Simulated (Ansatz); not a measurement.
# AsH$_{4}$⁻, triplet: the ladder up to UCCSDT(Q)

Geometry: that of the AsH4⁻, singlet, kept fixed. The singlet lies 1.9 eV lower here.

```xyz
5

As    0.0320    0.0000    0.0000
H    -0.2144    0.0000    1.8300
H    -0.9738   -1.1394    0.0000
H    -0.9738    1.1394    0.0000
H    -0.2144    0.0000   -1.8300
```

Basis aug-cc-pVDZ; Ansatz 0.2.0. Only valence electrons are correlated (noble-gas cores and the filled d shells of p-block atoms frozen), which leaves 10 electrons in 58 orbitals. R marks a restricted (for open shells ROHF) determinant, U an unrestricted one. Active spaces: valence = (10e, 8o) chosen from the atoms' valence shells. No spin–orbit coupling is included, and no scalar relativity. This anion state lies near or above the neutral species, so the extra electron is weakly bound or unbound and the energies hang on the diffuse functions.

Full CI isn't at hand for all of this; UCCSDT(Q) serves as the reference, and is uncertain by about the last step of the cluster series. The frozen core follows each run's orbitals, which can shift R against U totals by a few meV for light atoms and by up to 0.1 eV past Ca.

Unrestricted rows (U) aren't spin-pure: their determinants' ⟨S²⟩ exceeds S(S+1) by up to 0.12, so they mix in states of higher spin.

- UHF ⟨S²⟩: 2.117
- T1 diagnostic (RCCSD): 0.0362
- largest doubles amplitude (RCCSD): 0.103
- T1 diagnostic (UCCSD): 0.0350

```csv
level,E − E(UHF) (eV)
UMP2,-4.0416
UCCSD,-5.0434
UCCSD(T),-5.2304
```

**Question.** Estimate how far UCCSDT(Q) in aug-cc-pVDZ lies from UCCSD(T). The table doesn't fix it; the size of (T) and the diagnostics are the guide.

**Answer.** UCCSDT(Q) in aug-cc-pVDZ lies 4.4 kJ/mol below UCCSD(T), which is 25 % of the (T) step (-18.0 kJ/mol). T1 is raised, the determinant isn't spin-pure, but (T) still catches most of what CCSD lacks. The miss exceeds 1 kcal/mol.

The other levels:

```tsv
level	E − E(UCCSDT(Q)) (kJ/mol)	wall time
UCCSDT	1.0	–
```

Run but not shown, since their state, orbitals or frozen core can't be matched to the reference's or they repeat it: RHF, RMP2, CISD, RCCSD, RCCSD(T), BCCD(T), RCCSDT, RCCSDT(Q), CASSCF (valence space), NEVPT2 (valence space), MRCISD (valence space), MRCISD+Q (valence space).

Natural occupations of CASSCF (valence space) about the gap: 1.990 1.981 1.933 1.003 1.000 0.070 0.025; effectively unpaired electrons, Σ n²(2−n)², 2.04.
